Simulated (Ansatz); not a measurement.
Born–Oppenheimer molecular dynamics of AlCl2H (4 atoms, charge 0, multiplicity 1). It starts from a relaxed structure.

All numbers below come from RKS BLYP-D4/def2-SVP in Ansatz.

```
ensemble        : NVT, Nosé–Hoover chain
time step       : 0.5 fs
steps asked     : 500
set temperature : 1500 K
thermostat      : time constant 100 fs, chain length 3 (defaults)
seed            : 279499
```

First frame:

```xyz
4
Properties=species:S:1:pos:R:3
Al 0.000 0.000 -0.018
H 0.000 0.000 1.554
Cl 1.812 0.000 -1.103
Cl -1.812 0.000 -1.103
```

(1) What does the run give?

(2) What happens to the structure?

(3) How do temperature and energy run in time?

Answers

(1) All steps were run.

```json
{"steps done": "500", "time covered": "250 fs", "mean temperature over the second half": "1635 K", "spread of the potential energy over the second half": "56.9 meV per atom", "mean potential energy of the second half above the start": "117.6 meV per atom"}
```

The conserved energy stayed within 0.31 meV per atom of its start (net change 0.3 meV per atom), so the integration is sound. A run of 0.25 ps of so small a system gives no equilibrium averages.

(2) The same pairs are bonded in the first frame and the last. Pairs count as bonded within 1.25 times the sum of covalent radii (0.12 Å more for H–H). The details hang on the random start.

(3) 
```csv
time (fs),T (K),potential energy less start (eV),conserved less start (meV/atom)
0.0,1500,0.000,0.00
8.0,980,0.135,0.03
16.0,308,0.309,0.04
24.0,387,0.290,0.03
32.0,981,0.140,0.06
40.0,1383,0.047,0.05
48.0,686,0.237,0.09
56.0,31,0.410,0.13
64.0,364,0.327,0.11
72.0,1318,0.096,0.08
80.0,1330,0.120,0.08
88.0,748,0.291,0.04
96.0,236,0.432,0.07
104.0,833,0.287,0.04
112.0,1950,0.037,0.00
120.0,1911,0.104,0.05
128.0,764,0.442,0.09
136.0,319,0.569,0.16
144.0,1729,0.238,0.13
152.0,2186,0.191,0.15
160.0,1565,0.411,0.16
168.0,250,0.775,0.19
176.0,839,0.632,0.10
184.0,2640,0.209,0.06
192.0,3202,0.121,0.04
200.0,1705,0.547,0.10
208.0,989,0.746,0.19
216.0,2184,0.454,0.14
224.0,2690,0.347,0.21
232.0,2669,0.366,0.23
240.0,1041,0.791,0.24
248.0,827,0.847,0.09
```

Time of the run: 10 min on 1 thread of Arm Neoverse V1, on a shared host, peak memory 0.1 GiB.
